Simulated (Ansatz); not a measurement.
Two isomers of C4H9N: A = `CC(C)=CN`, B = `CC1CCN1`.

Program: Ansatz. Geometries: PBE0-D4/def2-TZVP. ΔE: electronic, gas phase. CCSD(T)/CBS is the MP2 limit (def2-TZVPP, def2-QZVPP) plus CCSD(T) − MP2 in def2-TZVPP, frozen cores. Functionals use def2-TZVPP. B3LYP here is the variant with VWN-RPA as its local correlation; programs differ in this. Each species was taken in one conformer, which may not be the lowest.

A:

Z-matrix (Å, degrees):
```
C
C 1 1.496
H 1 1.093 2 113.3
H 1 1.097 2 111.6 3 121.1
H 1 1.095 2 110.6 3 -120.3
C 2 1.495 1 116.1 3 164.4
C 2 1.336 1 123.3 3 -17.4
H 6 1.097 2 111.5 1 59.7
H 6 1.096 2 111.4 1 -59.0
H 6 1.092 2 111.6 1 -179.8
N 7 1.391 2 127.5 1 -4.3
H 7 1.087 2 119.0 1 -179.6
H 11 1.008 7 114.3 2 147.3
H 11 1.008 7 115.1 2 16.7
```

B:

```xyz
14

C    -1.5700   -0.3966    0.0057
C    -0.1043   -0.7373   -0.1579
C     0.8201   -0.1084    0.9036
C     1.1826    0.9304   -0.1689
N     0.6093    0.0404   -1.1911
H    -2.1353   -0.6702   -0.8901
H    -2.0045   -0.9382    0.8508
H    -1.7090    0.6743    0.1829
H     0.0080   -1.8185   -0.2948
H     0.3392    0.2574    1.8111
H     1.6588   -0.7503    1.1718
H     0.6469    1.8785   -0.0356
H     2.2439    1.1514   -0.3094
H     0.0144    0.4871   -1.8781
```

Q: Which is lower in electronic energy at CCSD(T)/CBS, and by how much? (An estimate is asked.)

A: Ansatz gave: A, by 60.9 kJ/mol.

Q: Give E(B) − E(A) in kJ/mol with PBE0-D4, CCSD/def2-TZVPP, HF/def2-TZVPP, B3LYP, B3LYP-D4, CCSD(T)/def2-TZVPP, PBE-D4. (Best estimate.)

A: The calculation gave: PBE0-D4 57.0, CCSD/def2-TZVPP 55.6, HF/def2-TZVPP 64.2, B3LYP 77.6, B3LYP-D4 75.7, CCSD(T)/def2-TZVPP 58.0, PBE-D4 66.6. None reverses the order clearly.

Largest T1 diagnostic: 0.010.

From PBE to PBE0 (25 % exact exchange), in def2-TZVPP and without D4, E(B) − E(A) moves by −10.0 kJ/mol. In def2-TZVPP, CCSD(T) changes the Hartree–Fock value by −6.3 kJ/mol (the triples alone add +2.3 kJ/mol) and MP2 by −6.4 kJ/mol.
